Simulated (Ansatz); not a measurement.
in.yaml

```yaml
crystal:
  periodic: [false, false, false]
  atoms:
    - {symbol: Si, position_ang: [0.000000, 0.000000, 0.649966]}
    - {symbol: B, position_ang: [0.000000, 0.000000, -1.342837]}
    - {symbol: H, position_ang: [0.000000, -1.075954, -1.853888]}
    - {symbol: H, position_ang: [0.000000, 1.075954, -1.853888]}
basis:
  gaussian: {orbitals: 6-31G}
magnetization: {spin_polarized: true, initial_magnetization: 1}
hamiltonian: {xc: {name: r2SCAN}}
output: {forces: true}
```

```sh
$ ansatz run in.yaml --threads 1 --pin off --events-out ev --progress --plain --max-ram 2393MiB
```

Q: Roughly how long does this take on 1 thread of Intel Xeon Platinum 8375C, shared host, and how much host memory?

A: 3.5 s wall and 0.12 GiB.

```
330 factors; integrals over basis functions are off by at most 2.5e-4 eV
mean field evaluation 1: about -8578.2175 eV, gradient 1.8e1 eV
mean field evaluation 2: about -8569.0352 eV, gradient 3.5e1 eV
mean field evaluation 4: about -8580.7826 eV, gradient 1.2e0 eV
mean field evaluation 8: about -8580.7902 eV, gradient 7.3e-3 eV
mean field evaluation 16: about -8579.6152 eV, gradient 3.0e0 eV
mean field evaluation 32: about -8580.6520 eV, gradient 2.3e0 eV
mean field -8580.79024273 eV, -315.3382251519 hartree, gradient 6.2e-6 eV, S^2 0.752103; 5 other end points of the search recorded, 0 dependent functions left out
the calculation of the forces begins
reference -8580.79025179 eV, -315.3382254847 hartree; 11, 10 occupied and 15, 16 virtual orbitals, 330 factors
Total energy: -8580.79025179 eV, -315.3382254847 hartree
Atom 0 at     0.000000     0.000000     0.649966 Å, force     0.000000    -0.000000    -0.276721 eV/Å
Atom 1 at     0.000000     0.000000    -1.342837 Å, force     0.000000     0.000000     1.397283 eV/Å
Atom 2 at     0.000000    -1.075954    -1.853888 Å, force     0.000000    -0.019610    -0.560281 eV/Å
Atom 3 at     0.000000     1.075954    -1.853888 Å, force    -0.000000     0.019610    -0.560281 eV/Å
Dipole moment:    -0.000000     0.000000    -0.008714 e Å
```

Forces (eV/Å):
```
Si   0.000  0.000 -0.277
B    0.000  0.000  1.397
H    0.000 -0.020 -0.560
H    0.000  0.020 -0.560
```
